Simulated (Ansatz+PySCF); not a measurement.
**triplet SO: levels of theory in one basis**

```xyz
2

S     0.0000    0.0000   -0.5006
O     0.0000    0.0000    1.0013
```

Basis set: def2-SVP (spherical functions). Correlated methods keep 6 orbitals frozen. Correlation on ROHF uses semicanonical orbitals with singles. Charge 0, multiplicity 3.

Computed with Ansatz (development build ahead of 0.2.0) and PySCF 2.14.0; each method stands on the lowest determinant of its kind that the runs found. NEVPT2 correlates all electrons. Active spaces start from the frontier orbitals, and the lowest solution found is given.

| method | E − E(ROHF) (eV) | <S²> of the determinant |
| --- | --- | --- |
| ROHF | 0.00 | 2.00 |
| UHF | -0.40 | 2.04 |
| ROHF-MP2 | -8.66 | – |
| UHF-MP2 | -8.39 | 2.04 |
| ROHF-CCSD | -8.67 | – |
| UHF-CCSD | -8.69 | 2.04 |
| ROHF-CCSD(T) | -8.97 | – |
| UHF-CCSD(T) | -8.96 | 2.04 |
| CASSCF(4,4) | -0.50 | – |
| SC-NEVPT2(12,8) | -8.05 | – |

What does CASSCF(12,8) give on the same scale?

-1.92 eV.

Is a single determinant a sound starting point here?

By this sign, yes. Unrestricted orbitals gain 0.40 eV and <S²> is 2.04 against 2.00 for a pure state. The CASSCF(12,8) natural occupations are 2.00, 2.00, 1.96, 1.96, 1.96, 1.04, 1.04, 0.04. The CASSCF(4,4) natural occupations are 1.98, 1.00, 1.00, 0.02.
